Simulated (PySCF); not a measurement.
Reaction (SMILES): O (H2O) → [OH-] + H+
B3LYP-D3(BJ)/def2-TZVP geometries, fixed; electronic energies without zero-point terms.
Largest species:
```xyz
3

O      0.0070     0.0013     0.1167
H     -0.0500     0.7593    -0.4742
H     -0.0062    -0.7700    -0.4592
```
Charge 0, spin multiplicity 1.

How fast the deprotonation energy converges with the basis for several methods (PySCF): deviation from each method's own reference, in kcal/mol. References: HF 407.30 kcal/mol, the value in aug-pcseg-3; PBE 392.00 kcal/mol, the value in aug-pcseg-3; PBE0 398.71 kcal/mol, the value in aug-pcseg-3. All functions are spherical. Density fitting with generated auxiliary sets. No added dispersion term, no relativity. 

```
basis              functions     HF    PBE   PBE0
-----------------  ---------  -----  -----  -----
def2-SVP                  24  27.60  45.68  38.41
def2-SVPD                 39  -2.15  -0.41  -1.32
aug-cc-pVDZ               41  -2.29  -0.51  -1.44
6-311++G(2d,2p)           47  -0.13   3.09   1.50
def2-TZVPPD               74  -0.35   0.48   0.00
6-311++G(3df,3pd)         75   0.44   3.65   2.05
aug-cc-pVTZ               92  -0.47   0.79   0.09
aug-pcseg-2               92  -0.32   0.06  -0.15
aug-cc-pVQZ              172  -0.10   0.82   0.28
aug-pcseg-3              183   0.00   0.00   0.00
cc-pV5Z                  201   3.25   9.12   6.43
pcseg-4                  223   0.39   2.48   1.38
```

Mean absolute deviation over 6-311++G(2d,2p), def2-TZVPPD, 6-311++G(3df,3pd), aug-cc-pVTZ, aug-pcseg-2: HF 0.34, PBE0 0.76, PBE 1.62 kcal/mol.
